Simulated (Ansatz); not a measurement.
**How well does each level of theory give the bulk modulus of rhombohedral A7 Sb?**

Reference value: 39.5 GPa (measured, copied from a table, unchecked, extrapolated to 0 K and zero-point effects removed; as tabulated in Lejaeghere et al. (2013), arXiv:1204.2733).

Q: Which of these levels comes closest to the reference?
(A) PBE (Ansatz, a quantum-chemistry and plane-wave program)
(B) LDA (Ansatz)
(C) PBEsol (Ansatz)
(D) r²SCAN (Ansatz)

A: C, PBEsol (Ansatz)

| level (code) | value (GPa) | cell (Å³/atom) | error (%) |
|---|---|---|---|
| LDA (Ansatz) | 45.2 | 29.13 | +14.4 |
| PBE (Ansatz) | 29.8 | 31.86 | -25 |
| PBEsol (Ansatz) | 42.0 | 29.79 | +6.3 |
| r²SCAN (Ansatz) | 27.8 | 31.58 | -30 |

Of these levels PBEsol (+6.3 %) comes nearest. r²SCAN (-30 %) misses by most. Of these only PBEsol lands within 10 %.

LDA, PBE, PBEsol, r²SCAN: the cell comes from a level without a dispersion term, which matters for the spacing of layers, chains or molecules. Each level is taken at its own relaxed cell. Cutoffs differ between the levels. Ansatz's density-functional and Hartree–Fock values are scalar-relativistic unless marked +SOC, with PAW data made under PBE.

Differences are worked out from the printed values.
